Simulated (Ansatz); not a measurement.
Input for Ansatz (development build ahead of 0.2.0):

```yaml
crystal:
  periodic: [false, false, false]
  atoms:
    - { symbol: C, position_ang: [0.0, 0.0, -0.64296] }
    - { symbol: O, position_ang: [0.0, 0.0, 0.64296] }
basis:
  gaussian: { orbitals: "6-31G" }
magnetization:
  spin_polarized: true
hamiltonian:
  xc: hf
correlation:
  method: bccd_t
  frozen_orbitals: { C: 1, O: 1 }
```

The input is written out in the form of the current development build from the run's settings.

The run gave:

| Property | Result |
| --- | --- |
| Converged | yes |
| Reference energy (starting determinant) | -112.62545 hartree |
| Correlation energy | -0.24278 hartree |
| Total energy | -112.86823 hartree |
